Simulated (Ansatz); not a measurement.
Process, species as SMILES: S (H2S) → [SH-] + H+
B3LYP-D3(BJ)/def2-TZVP geometries, fixed; electronic energies without zero-point terms.

Basis-set convergence of the deprotonation energy at r2SCAN with Ansatz (a program for electronic structure). All functions are spherical. The program fits the integrals of some runs and decomposes those of others, by size. No added dispersion term, no relativity. Functions are those of the species that has most. Reference: the value in aug-cc-pV(5+d)Z, 356.06 kcal/mol, itself unsure by roughly 0.07 kcal/mol (its mean distance from aug-pcseg-3, aug-cc-pV(Q+d)Z, def2-QZVPPD). Deviations are taken from unrounded values.

```tsv
basis	functions	deprotonation energy (kcal/mol)	minus reference (kcal/mol)
STO-3G	11	507.74	151.68
aug-cc-pV(D+d)Z	50	354.07	-1.99
6-311++G(2d,2p)	55	355.27	-0.79
def2-TZVPD	64	355.41	-0.66
def2-TZVPP	70	362.74	6.68
cc-pV(Q+d)Z	124	359.65	3.59
def2-QZVPP	130	358.52	2.46
cc-pV(5+d)Z	210	358.37	2.31
aug-cc-pV(5+d)Z	296	356.06	0.00
```

The smallest set listed that lies within 1 kcal/mol of the reference with all its larger relatives (same family, alike in diffuse functions; a set with none counts only in the reference's own line) is 6-311++G(2d,2p) (55 functions, -0.79 kcal/mol off). (Relatives not listed, tested too: 6-311++G(3df,3pd) -0.03, def2-TZVPPD -0.33, def2-QZVPPD -0.09 kcal/mol.)
